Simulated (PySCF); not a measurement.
Gas-phase reaction: 2 CHClF₂ + 2 C₂H₃Cl = C₂F₄ + 4 CH₂Cl

Computed with PySCF and rigid-rotor harmonic-oscillator thermochemistry at 1 bar. † marks an energy on the PBE0/def2-TZVP geometry and frequencies; other levels use their own. CCSD(T) freezes the core. Open shells (unrestricted): CH₂Cl (multiplicity 2); the rest are closed-shell singlets. CH₂Cl: computed as isolated molecules; such fragments, hydroxides, amides, oligomers or adducts are transient or little studied in the gas. CCSD(T) isn't extrapolated to the basis-set limit.

LDA/def2-TZVP† gives ΔH°(298 K) = 751 kJ.

Question: What do CCSD(T)/def2-TZVPP†, PBE/def2-SVP, PBE0/def2-QZVP† give?

Answer: CCSD(T)/def2-TZVPP†: 700 kJ; PBE/def2-SVP: 674 kJ; PBE0/def2-QZVP†: 648 kJ. For scale, ΔH°(298 K) is 751 kJ at this level, 702 kJ at ωB97M-V/def2-TZVP†, and runs from 483 to 794 kJ over the 20 levels computed.
